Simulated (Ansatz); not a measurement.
## Cost against result

The pair of CH4 (SMILES C, atoms 1–5) and CH3Cl (SMILES CCl, atoms 6–10), both closed shells, in one local arrangement (a lower one may exist), relaxed at PBE0-D4/def2-TZVP:

```csv
atom,x (Å),y (Å),z (Å)
C1,-0.0295,-0.1367,-1.9168
H2,-0.8102,0.1816,-1.2264
H3,0.8311,0.5268,-1.8291
H4,-0.4095,-0.0980,-2.9373
H5,0.2715,-1.1584,-1.6845
C6,0.1684,0.0924,1.9368
Cl7,-1.5081,0.6293,1.7194
H8,0.6021,-0.0905,0.9565
H9,0.1659,-0.8214,2.5264
H10,0.7184,0.8747,2.4547
```

Interaction energies are counterpoise-corrected; the time is that of the whole pair.

Computed with Ansatz 0.2.0 (basis: as named in each row); correlated methods freeze the cores. B3LYP uses VWN-RPA correlation. Extrapolation: Hartree–Fock as exp(−7.88 √X), correlation as X^−2.97.

Times are rough, for one single point on 4 threads of a shared host (Intel Xeon Platinum 8488C).

The estimate by CCSD(T) at an estimated basis limit (MP2 extrapolated from triple and quadruple zeta, plus CCSD(T) − MP2 in triple zeta) is -0.044 eV.

```tsv
method	basis	time (s)	interaction energy (eV)	method less estimate
HF	STO-3G	under 1	0.017	0.061
PBE-D4	STO-3G	under 1	-0.040	0.004
SPW92	def2-SVP	under 1	-0.072	-0.028
PBE-D4	def2-SVP	under 1	-0.051	-0.007
PBE0-D4	def2-SVP	under 1	-0.045	-0.001
B3LYP-D4	6-31G	under 1	-0.042	0.002
CCSD(T)	def2-SVP	1	-0.007	0.037
PBE-D4	def2-TZVPPD	2	-0.052	-0.008
revPBE-D4	def2-TZVPPD	2	-0.041	0.003
BLYP-D4	def2-TZVPPD	2	-0.035	0.009
PBE0-D4	def2-TZVPPD	2	-0.047	-0.003
wB97M-V	def2-SVP	2	-0.034	0.010
B3LYP-D4	def2-TZVPPD	2	-0.040	0.004
r2SCAN-D4	def2-TZVPPD	2	-0.038	0.005
HSE06-D4	def2-TZVPPD	2	-0.047	-0.003
B2PLYP	def2-TZVPPD	5	-0.011	0.033
B97M-V	def2-TZVPPD	6	-0.042	0.002
wB97X-V	def2-TZVPPD	6	-0.043	0.001
wB97M-V	def2-TZVPPD	6	-0.040	0.004
MP2	def2-QZVPPD	15	-0.042	0.002
CCSD(T)	def2-TZVPPD	49	-0.037	0.007
```

T1 diagnostic: at most 0.008.
